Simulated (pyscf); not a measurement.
Optimised with ωB97X-D3(BJ)/def2-SVP in PySCF.

Estimate the classical barrier height and the reaction energy of H₃C–Ga(F)–Cl (SMILES [CH3][Ga]([F])[Cl]) + HF (SMILES F) → H₃C–Ga(F)–F (SMILES [CH3][Ga]([F])[F]) + HCl (SMILES Cl) at HF/def2-TZVP. The step runs on the singlet surface, breaks Cl–Ga, F–H and forms F–Ga, Cl–H; take the separated reactants as zero.

ΔE‡ = 12.8 kcal/mol, ΔE = +6.6 kcal/mol. ωB97M-D3(BJ)/def2-TZVP gives 0.8 kcal/mol and +6.2 kcal/mol. Zero-point energy shifts the barrier by -0.5 kcal/mol. It is a four-centre exchange, with an imaginary mode of 351i cm⁻¹. On the reactant side the descent ends in an adduct with a F–Ga contact, 10.9 kcal/mol under the separated species and 11.1 kcal/mol under the saddle at ωB97X-D3(BJ)/def2-TZVP. On the product side the descent ends in an adduct with a Cl–Ga contact, 10.1 kcal/mol under the separated species and 2.2 kcal/mol under the saddle at ωB97X-D3(BJ)/def2-TZVP. What is counted as formed (F–Ga) is already present as a longer contact in the reactant adduct; forming that adduct is a step of its own. What is counted as broken (Cl–Ga) persists as a longer contact in the product adduct; parting that adduct is a step of its own. One saddle was located; it need not be the lowest between these sides. Elements up to Kr have no core potential and no relativistic terms here.
